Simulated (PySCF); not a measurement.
**Sulfur: a sound run and one with changed settings**

Sound run: S [Ne] 3s2 3p4, S+ [Ne] 3s2 3p3. Computed with PySCF 2.14 in 6-31G* (4s3p1d, 18 functions), with the non-relativistic Hamiltonian (point nucleus). The sound run starts from symmetry-adapted Hartree-Fock orbitals and uses a fine grid where one is needed.

Changed run: initial guess minao, at most 5 SCF cycles. This setting is unsound on purpose.

| species | method | sound run (hartree) | changed run (hartree) | converged |
| --- | --- | --- | --- | --- |
| S | UHF | -397.47464 | -397.47464 | no |
| S | r2SCAN | -398.05497 | -398.05497 | no |
| S | TPSS | -398.10547 | -398.10547 | no |
| S+ | UHF | -397.13847 | -397.13847 | no |
| S+ | r2SCAN | -397.67612 | -397.67612 | no |
| S+ | TPSS | -397.72386 | -397.72386 | no |

The SCF was stopped early; the energies are upper bounds that still move, and correlated levels were skipped or rest on poor orbitals.
